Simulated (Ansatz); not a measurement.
Consider a ladder of basis sets of CH (charge +1) (Ansatz's Python interface).

Script `basis_ch.py`:
```python
"""How the energy of CH(+) converges with the basis."""

import warnings

import ansatz as az
from ase import Atoms

warnings.simplefilter("ignore", az.DeckWarning)

atoms = Atoms(["H", "C"], positions=[
    [0.0, 0.0, 0.0],
    [0.0, 0.0, 1.13],
])
system = az.Crystal.molecule_from_ase(atoms)

calc = system.calculation()
calc = calc.correlation("ccsd_t")
calc = calc.charge(1)
calc = calc.accuracy("medium")
calc = calc.scf(lower_state_search="light")

energies = {}
for basis in ["cc-pVDZ", "cc-pVTZ", "cc-pVQZ"]:
    r = calc.basis(gaussian=basis).run(threads=1, pin="off").report
    size = r["n_frozen"] + r["n_occupied"][0] + r["n_virtual"][0]
    energies[basis] = (r["reference_energy_ev"] / 27.211386246, r["free_energy_ev"] / 27.211386246)
    print(f"{basis:14s} {size:4d} orbitals  reference {energies[basis][0]:14.6f} Ha  total {energies[basis][1]:14.6f} Ha")

# correlation energy at the basis limit from E(X) = E + A / X^3
small, large = (energies[b][1] - energies[b][0] for b in ("cc-pVTZ", "cc-pVQZ"))
limit = (4 ** 3 * large - 3 ** 3 * small) / (4 ** 3 - 3 ** 3)
print(f"correlation energy: {small:.6f} and {large:.6f} Ha, extrapolated {limit:.6f} Ha")
print(f"share caught by the larger set: {100 * large / limit:.1f} %")
```

How far does the total energy move along this ladder of basis sets?

Against cc-pVDZ: cc-pVTZ -21.9 mHa and cc-pVQZ -28.4 mHa. The last step alone is -6.47 mHa.

The run itself:

```console
$ python basis_ch.py
cc-pVDZ          19 orbitals  reference     -37.900770 Ha  total     -38.001725 Ha
cc-pVTZ          44 orbitals  reference     -37.907451 Ha  total     -38.023617 Ha
cc-pVQZ          85 orbitals  reference     -37.909408 Ha  total     -38.030084 Ha
correlation energy: -0.116166 and -0.120676 Ha, extrapolated -0.123967 Ha
share caught by the larger set: 97.3 %
```

Notes:
- These settings explore the input space; basis and method may be short of convergence.
- The geometry is a force-field or estimated start, not a minimum of this method, and the last set is no limit. Much of the fall in a total is atomic energy, which cancels in bond and reaction energies.
- Inner cores stay frozen, so this is valence correlation.
- An extrapolation from small basis sets is rough.
- Timing: 1.4 s on 1 thread of Arm Neoverse V2, with other jobs on the host, peak memory 0.28 GiB.
